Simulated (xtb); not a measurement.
cyclobutane (C₄H₈), SMILES C1CCC1. All values are semi-empirical tight-binding results from xtb (GFN2-xTB unless named), good for trends rather than for accurate numbers. Geometry optimised at GFN2-xTB.

```yaml
point_group_as_xtb_finds_it: D2d
orbital_gap: 12.53 eV
dipole_moment: 0.00 D
zero_point_energy: 68.9 kcal/mol
G − E(el) at 298.15 K (modified RRHO): 53.0 kcal/mol
static polarisability (D4 model): 46.6 bohr³
solvation energy, GFN2-xTB/ALPB(water): 0.0 kcal/mol
solvation energy, GFN2-xTB/ALPB(octanol): -2.1 kcal/mol
```

Computed IR lines (harmonic; lines under 4 % of the strongest left out, lines within 3 cm⁻¹ merged):
ν (cm⁻¹): 3003 (w), 3017 (vs), 3025 (vs) (against the strongest line: vs over 80 %, s over 45 %, m over 15 %, w over 4 %, vw less)
